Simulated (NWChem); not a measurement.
# One shape, several levels: C2H4OS (SMILES C=C(O)S)

Aim: a comparison of 3 runs (HF/STO-3G, HF/3-21G, B3LYP/6-31G*) of C2H4OS. 

The results are computed with NWChem 7.3.0.

### 1 Starting point

The species is C2H4OS (8 atoms), meant as a singlet with charge 0. As SMILES, `C=C(O)S`. Geometry: relaxed at PBE0-D4/def2-TZVP. This is one conformer, not always the lowest.

Bond lengths: C1–C2 1.328 Å, C2–O3 1.355 Å, C2–S4 1.767 Å, C1–H5 1.083 Å, C1–H6 1.079 Å, O3–H7 0.963 Å, S4–H8 1.347 Å. Angles: C1–C2–O3 121.8°, C1–C2–S4 121.7°, O3–C2–S4 116.5°, C2–C1–H5 120.0°, C2–C1–H6 120.5°, C2–O3–H7 108.6°, C2–S4–H8 96.3°, H5–C1–H6 119.5°.

### 2 Energy and gradient at HF/STO-3G (run 1)

Input file run.py:

```python
from ase import Atoms
from ase.calculators.nwchem import NWChem

mol = Atoms(['C', 'C', 'O', 'S', 'H', 'H', 'H', 'H'], positions=[
    [-0.672000, 1.056100, -0.360900],
    [0.108300, 0.045500, 0.002800],
    [1.338400, -0.136200, -0.535700],
    [-0.378000, -1.095400, 1.261900],
    [-0.297700, 1.811800, -1.039800],
    [-1.684100, 1.126300, 0.006300],
    [1.868700, -0.654200, 0.078600],
    [-0.191300, -2.211000, 0.531000],
])

calc = NWChem(
    label='c2h4os',
    theory='scf',
    memory='2200 mb',
    basis='STO-3G',
    basispar='spherical bse',
    scf={'nopen': '0', 'rhf': None, 'thresh': '1e-08', 'maxiter': '80'},
)
mol.calc = calc

forces = mol.get_forces()
print("Total energy (eV):", round(mol.get_potential_energy(), 6))
print("forces (eV/A):")
for s, f in zip(mol.symbols, forces):
    print(f"{s:2s} {f[0]:10.5f} {f[1]:10.5f} {f[2]:10.5f}")
print("dipole (e A):", mol.get_dipole_moment().round(4))
```

Started as:

```
export ASE_NWCHEM_COMMAND="nwchem PREFIX.nwi > PREFIX.nwo"
python run.py
```

The log of the run:

```text
Total energy (eV): -14805.417523
forces (eV/A):
C     0.84677   -0.68453    0.04103
C    -2.46039    0.95506    0.75246
O     1.38732    0.92256   -2.41838
S    -0.31568   -0.89022    0.26390
H    -0.27387   -0.08793    0.01018
H     0.09313    0.20121   -0.01851
H     0.73945   -0.87407    1.16358
H    -0.01671    0.45791    0.20579
dipole (e A): [ 0.0953 -0.2547  0.1252]
```

The calculator wrote c2h4os.nwi:

```
title "c2h4os"

permanent_dir c2h4os

scratch_dir c2h4os

start c2h4os

geometry units angstrom nocenter noautosym noautoz
  C  -6.7200000000000004e-01 1.0561000000000000e+00 -3.6090000000000000e-01
  C  1.0829999999999999e-01 4.5499999999999999e-02 2.8000000000000000e-03
  O  1.3384000000000000e+00 -1.3619999999999999e-01 -5.3569999999999995e-01
  S  -3.7800000000000000e-01 -1.0953999999999999e+00 1.2619000000000000e+00
  H  -2.9770000000000002e-01 1.8118000000000001e+00 -1.0398000000000001e+00
  H  -1.6840999999999999e+00 1.1263000000000001e+00 6.3000000000000000e-03
  H  1.8687000000000000e+00 -6.5420000000000000e-01 7.8600000000000003e-02
  H  -1.9130000000000000e-01 -2.2109999999999999e+00 5.3100000000000003e-01
end

memory 2200 mb

basis spherical bse noprint
   * library STO-3G
end

scf
  nopen 0
  rhf
  thresh 1e-08
  maxiter 80
end

task scf gradient
```

c2h4os.nwo:

```text
Northwest Computational Chemistry Package (NWChem) 7.3.0
             --------------------------------------------------------

           Job information
           ---------------

    nwchem branch   = 7.3.0
    use scalapack   = T
    input           = c2h4os.nwi
    prefix          = c2h4os.
    data base       = c2h4os/c2h4os.db
    status          = startup
    nproc           =        1

           Memory information
           ------------------

    heap     =     72089596 doubles =      550.0 Mbytes
    stack    =     72089601 doubles =      550.0 Mbytes
    global   =    144179200 doubles =     1100.0 Mbytes (distinct from heap & stack)
    total    =    288358397 doubles =     2200.0 Mbytes
    verify   = yes
    hardfail = no

[... 134 lines left out ...]
 Convergence threshold     :          1.000E-08
[... 12 lines left out ...]
       Final RHF  results
[... 3 lines left out ...]
      One-electron energy =  -1062.503248921679
[... 1 line left out ...]
 Nuclear repulsion energy =    155.407038815918
[... 36 lines left out ...]
                       ROHF Final Molecular Orbital Analysis
[... 190 lines left out ...]
                         RHF ENERGY GRADIENTS

    atom               coordinates                        gradient
                 x          y          z           x          y          z
   1 C      -1.269896   1.995740  -0.682002   -0.016467   0.013312  -0.000798
   2 C       0.204657   0.085983   0.005291    0.047847  -0.018573  -0.014633
   3 O       2.529209  -0.257381  -1.012326   -0.026979  -0.017941   0.047030
[... 4 lines of this table left out ...]
   8 H      -0.361505  -4.178184   1.003444    0.000325  -0.008905  -0.004002

                 ----------------------------------------
                 |  Time  |  1-e(secs)   |  2-e(secs)   |
                 ----------------------------------------
                 |  CPU   |       0.00   |       0.20   |
                 ----------------------------------------
                 |  WALL  |       0.00   |       0.20   |
                 ----------------------------------------

 Task  times  cpu:        1.1s     wall:        1.1s
 Total times  cpu:        1.1s     wall:        1.1s
```

Run time: 2 s. Hardware: 1 thread of AMD EPYC 9R45 (Zen 5), shared host; peak memory 0.099 GiB.

### 3 Energy and gradient at HF/3-21G (run 2)

Input file run.py:

```python
from ase import Atoms
from ase.calculators.nwchem import NWChem

atoms = Atoms(['C', 'C', 'O', 'S', 'H', 'H', 'H', 'H'], positions=[
    [-0.672000, 1.056100, -0.360900],
    [0.108300, 0.045500, 0.002800],
    [1.338400, -0.136200, -0.535700],
    [-0.378000, -1.095400, 1.261900],
    [-0.297700, 1.811800, -1.039800],
    [-1.684100, 1.126300, 0.006300],
    [1.868700, -0.654200, 0.078600],
    [-0.191300, -2.211000, 0.531000],
])

calc = NWChem(
    label='c2h4os',
    theory='scf',
    memory='2200 mb',
    basis='3-21G',
    basispar='spherical bse',
    scf={'nopen': '0', 'rhf': None, 'thresh': '1e-08', 'maxiter': '80'},
)
atoms.calc = calc

forces = atoms.get_forces()
e = atoms.get_potential_energy()
print(f"E = {e:.6f} eV")
print("forces (eV/A):")
for s, f in zip(atoms.symbols, forces):
    print(f"{s:2s} {f[0]:10.5f} {f[1]:10.5f} {f[2]:10.5f}")
print("dipole (e A):", atoms.get_dipole_moment().round(4))
```

Started as:

```
export ASE_NWCHEM_COMMAND="nwchem PREFIX.nwi > PREFIX.nwo"
python run.py
```

The log of the run:

```text
E = -14900.558950 eV
forces (eV/A):
C     0.41261   -0.59295    0.17484
C    -1.45278    2.56714   -1.18687
O     0.74495   -0.34088   -0.07148
S    -0.47576   -1.05276    1.16497
H    -0.17859   -0.39245    0.23628
H     0.41035    0.08449   -0.12136
H     0.61357    0.02237   -0.16748
H    -0.07436   -0.29501   -0.02885
dipole (e A): [ 0.0765 -0.2215  0.0505]
```

The calculator wrote c2h4os.nwi:

```
title "c2h4os"

permanent_dir c2h4os

scratch_dir c2h4os

start c2h4os

geometry units angstrom nocenter noautosym noautoz
  C  -6.7200000000000004e-01 1.0561000000000000e+00 -3.6090000000000000e-01
  C  1.0829999999999999e-01 4.5499999999999999e-02 2.8000000000000000e-03
  O  1.3384000000000000e+00 -1.3619999999999999e-01 -5.3569999999999995e-01
  S  -3.7800000000000000e-01 -1.0953999999999999e+00 1.2619000000000000e+00
  H  -2.9770000000000002e-01 1.8118000000000001e+00 -1.0398000000000001e+00
  H  -1.6840999999999999e+00 1.1263000000000001e+00 6.3000000000000000e-03
  H  1.8687000000000000e+00 -6.5420000000000000e-01 7.8600000000000003e-02
  H  -1.9130000000000000e-01 -2.2109999999999999e+00 5.3100000000000003e-01
end

memory 2200 mb

basis spherical bse noprint
   * library 3-21G
end

scf
  nopen 0
  rhf
  thresh 1e-08
  maxiter 80
end

task scf gradient
```

c2h4os.nwo:

```text
Northwest Computational Chemistry Package (NWChem) 7.3.0
             --------------------------------------------------------

           Job information
           ---------------

    nwchem branch   = 7.3.0
    use scalapack   = T
    input           = c2h4os.nwi
    prefix          = c2h4os.
    data base       = c2h4os/c2h4os.db
    status          = startup
    nproc           =        1

           Memory information
           ------------------

    heap     =     72089596 doubles =      550.0 Mbytes
    stack    =     72089601 doubles =      550.0 Mbytes
    global   =    144179200 doubles =     1100.0 Mbytes (distinct from heap & stack)
    total    =    288358397 doubles =     2200.0 Mbytes
    verify   = yes
    hardfail = no

[... 134 lines left out ...]
 Convergence threshold     :          1.000E-08
[... 13 lines left out ...]
       Final RHF  results
[... 3 lines left out ...]
      One-electron energy =  -1062.775112767053
[... 1 line left out ...]
 Nuclear repulsion energy =    155.407038815918
[... 38 lines left out ...]
                       ROHF Final Molecular Orbital Analysis
[... 212 lines left out ...]
                         RHF ENERGY GRADIENTS

    atom               coordinates                        gradient
                 x          y          z           x          y          z
   1 C      -1.269896   1.995740  -0.682002   -0.008024   0.011531  -0.003400
   2 C       0.204657   0.085983   0.005291    0.028252  -0.049923   0.023081
   3 O       2.529209  -0.257381  -1.012326   -0.014487   0.006629   0.001390
[... 4 lines of this table left out ...]
   8 H      -0.361505  -4.178184   1.003444    0.001446   0.005737   0.000561

                 ----------------------------------------
                 |  Time  |  1-e(secs)   |  2-e(secs)   |
                 ----------------------------------------
                 |  CPU   |       0.00   |       0.24   |
                 ----------------------------------------
                 |  WALL  |       0.00   |       0.24   |
                 ----------------------------------------

 Task  times  cpu:        1.4s     wall:        1.4s
 Total times  cpu:        1.4s     wall:        1.4s
```

It took 2.2 s on 1 thread of AMD EPYC 9R45 (Zen 5), shared host; peak memory 0.1 GiB.

### 4 Energy and forces at B3LYP/6-31G(d) (Cartesian functions) (run 3)

Input file c2h4os.nw:

```
echo
start c2h4os
title "C2H4OS"
memory 2200 mb
geometry units angstroms noautosym nocenter noautoz
 C    -0.672000    1.056100   -0.360900
 C     0.108300    0.045500    0.002800
 O     1.338400   -0.136200   -0.535700
 S    -0.378000   -1.095400    1.261900
 H    -0.297700    1.811800   -1.039800
 H    -1.684100    1.126300    0.006300
 H     1.868700   -0.654200    0.078600
 H    -0.191300   -2.211000    0.531000
end
basis
 * library 6-31G*
end
dft
 xc b3lyp
 grid xfine
 convergence energy 1e-08
 iterations 100
 mulliken
 noprint "final vectors analysis"
end
task dft gradient
```

Started as:

```
nwchem c2h4os.nw > c2h4os.out
```

The log of the run:

```text
[...]
          Wavefunction type:  closed shell.
          No. of atoms     :     8
          No. of electrons :    40
[...]
          Charge           :     0
          Spin multiplicity:     1
[...]
          AO basis - number of functions:    72
[...]
              XC Information
              --------------
                         B3LYP Method XC Potential
                     Hartree-Fock (Exact) Exchange  0.200
                        Slater Exchange Functional  0.800 local
                    Becke 1988 Exchange Functional  0.720 non-local
              Lee-Yang-Parr Correlation Functional  0.810
                  VWN I RPA Correlation Functional  0.190 local
[...]
 d= 0,ls=0.0,diis     1   -551.9051437357 -7.07D+02  1.63D-02  8.37D-01     1.8
[...]
 d= 0,ls=0.0,diis    10   -551.9910098450 -4.98D-09  4.96D-07  1.24D-09    14.6
         Total DFT energy =     -551.991009845027
      One electron energy =    -1066.955476300006
           Coulomb energy =      406.183006740447
    Exchange-Corr. energy =      -46.625579101386
 Nuclear repulsion energy =      155.407038815918
[...]
      Total Density - Mulliken Population Analysis
     ---------------------------------------------
    Atom       Charge   Shell Charges
 -----------   ------   -------------------------------------------------------
    1 C    6     6.37   1.99  0.69  2.09  0.58  1.00  0.01
    2 C    6     5.83   1.99  0.72  1.98  0.41  0.69  0.04
    3 O    8     8.58   1.99  0.90  2.94  0.97  1.75  0.03
    4 S   16    16.06   2.00  1.99  5.97  1.41  3.06  0.50  1.10  0.04
    5 H    1     0.84   0.52  0.32
    6 H    1     0.84   0.53  0.31
    7 H    1     0.59   0.47  0.11
    8 H    1     0.90   0.51  0.39
[...]
  wavefunction    = closed shell
                         DFT ENERGY GRADIENTS
    atom               coordinates                        gradient
                 x          y          z           x          y          z
   1 C      -1.269896   1.995740  -0.682002    0.004387  -0.005939   0.002074
   2 C       0.204657   0.085983   0.005291   -0.000071  -0.002565   0.000557
   3 O       2.529209  -0.257381  -1.012326   -0.004888  -0.001845   0.009349
   4 S      -0.714316  -2.070006   2.384645    0.004049   0.005675  -0.010081
   5 H      -0.562571   3.423806  -1.964937   -0.000041  -0.001489   0.001121
   6 H      -3.182488   2.128398   0.011905    0.002027  -0.001081   0.000150
   7 H       3.531331  -1.236259   0.148532   -0.005411   0.003276  -0.004497
   8 H      -0.361505  -4.178184   1.003444   -0.000052   0.003969   0.001327
[...]
```

It took 18 s on 1 thread of AMD EPYC 9R45 (Zen 5), shared host; peak memory 0.14 GiB.

### 5 All runs side by side

| run | level | Cartesian functions | iteration cap | energy (Eh) | dipole moment (D) | HOMO energy (eV) | LUMO energy (eV) | wall time |
| --- | --- | --- | --- | --- | --- | --- | --- | --- |
| 1 | HF/STO-3G | no | 80 | -544.089063 | 1.44 | -7.06 | 8.76 | 2 s |
| 2 | HF/3-21G | no | 80 | -547.585446 | 1.15 | -9.40 | 4.38 | 2.2 s |
| 3 | B3LYP/6-31G* (Cartesian functions) | yes | 100 | -551.991010 | 1.17 | – | – | 18 s |

### 6 Outcome

```
                       quantity          value
            run 3: total energy  -551.99101 Eh
           run 3: dipole moment         1.17 D
run 3: largest force on an atom     0.630 eV/Å
```

The dipole moment (its size) runs from 1.15 D (HF/3-21G) to 1.44 D (HF/STO-3G). In run 1 the basis is minimal, so the values are rough. All runs together took 23 s, the longest 18 s.
